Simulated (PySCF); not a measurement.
Species: C₄H₇Cl₂ (doublet state).
Structure used (GFN2-xTB), in Å, numbered top down from 1:
```
atom  x, y, z in Å
C1    -1.008   -1.121    0.103
C2    -0.008   -0.030    0.013
C3     1.333   -0.284   -0.486
Cl4    2.467   -0.632    0.958
C5    -0.381    1.325    0.393
Cl6   -1.032    2.224   -1.107
H7    -1.768   -1.000   -0.675
H8    -1.531   -1.095    1.059
H9    -0.540   -2.093   -0.024
H10    1.793    0.577   -0.965
H11    1.415   -1.177   -1.100
H12    0.460    1.935    0.714
H13   -1.205    1.373    1.100
```

The hyperfine couplings belong to this conformer and change with its torsions.

As a line formula: `C[C](CCl)CCl` [radical].

Theory: UKS B3LYP, pcH-1 on C Cl H, non-relativistic, mean-field spin-orbit, GIAO (PySCF 2.14.0). One conformer (not necessarily the lowest) at the GFN2-xTB geometry, without solvent, vibrations or thermal averaging. GFN2-xTB frequencies show an imaginary mode (38i cm⁻¹), so this geometry is no minimum at that level. A GFN2-xTB geometry isn't a minimum of the functional, and hyperfine couplings can be far from their values at a DFT geometry. The SCF solution wasn't tested for stability.

Mulliken spin populations: C1 -0.068, C2 +0.838, C3 -0.061, Cl4 +0.123, C5 -0.058, Cl6 +0.116, H7 +0.049, H8 +0.027, H9 +0.003, H10 +0.010, H11 +0.006, H12 +0.009, H13 +0.007.

What dipolar couplings does the calculation give for H7, H8, H9, H10, H11, H12, H13?

```json
{"atom": "H7", "position": "β, 2 bonds from C2", "distance from C2 (Å)": "2.12", "T1 (MHz)": "-4.99", "T2": "-2.88", "T3": "7.87"}
{"atom": "H8", "position": "β, 2 bonds from C2", "distance from C2 (Å)": "2.13", "T1 (MHz)": "-4.27", "T2": "-3.54", "T3": "7.80"}
{"atom": "H9", "position": "β, 2 bonds from C2", "distance from C2 (Å)": "2.13", "T1 (MHz)": "-4.03", "T2": "-3.42", "T3": "7.45"}
{"atom": "H10", "position": "β, 2 bonds from C2", "distance from C2 (Å)": "2.14", "T1 (MHz)": "-5.38", "T2": "-2.46", "T3": "7.85"}
{"atom": "H11", "position": "β, 2 bonds from C2", "distance from C2 (Å)": "2.14", "T1 (MHz)": "-5.07", "T2": "-2.75", "T3": "7.82"}
{"atom": "H12", "position": "β, 2 bonds from C2", "distance from C2 (Å)": "2.14", "T1 (MHz)": "-5.48", "T2": "-2.53", "T3": "8.01"}
{"atom": "H13", "position": "β, 2 bonds from C2", "distance from C2 (Å)": "2.14", "T1 (MHz)": "-5.00", "T2": "-2.91", "T3": "7.91"}
```

Estimate them with point dipoles: put each population ρk at its nucleus, leave out the nucleus itself and the atom bound to it, and sum T = Σ [ρk/(2S)]·C·(3 n nᵀ − 1)/r³ with C = μ0 gₑ μB g_N μN/(4π h) = 79.06 MHz Å³.

| atom | T1 (MHz) | T2 | T3 | T3, computed | difference in T3 (%) |
| --- | --- | --- | --- | --- | --- |
| H7 | -7.15 | -6.19 | 13.34 | 7.87 | +69 |
| H8 | -7.43 | -5.70 | 13.13 | 7.80 | +68 |
| H9 | -7.28 | -5.69 | 12.97 | 7.45 | +74 |
| H10 | -7.45 | -5.20 | 12.64 | 7.85 | +61 |
| H11 | -7.27 | -5.44 | 12.71 | 7.82 | +62 |
| H12 | -7.39 | -5.25 | 12.65 | 8.01 | +58 |
| H13 | -7.10 | -5.56 | 12.67 | 7.91 | +60 |

In T3 the estimate is closest for H12 (+58 %, 2.14 Å from C2) and worst for H9 (+74 %, 2.13 Å).
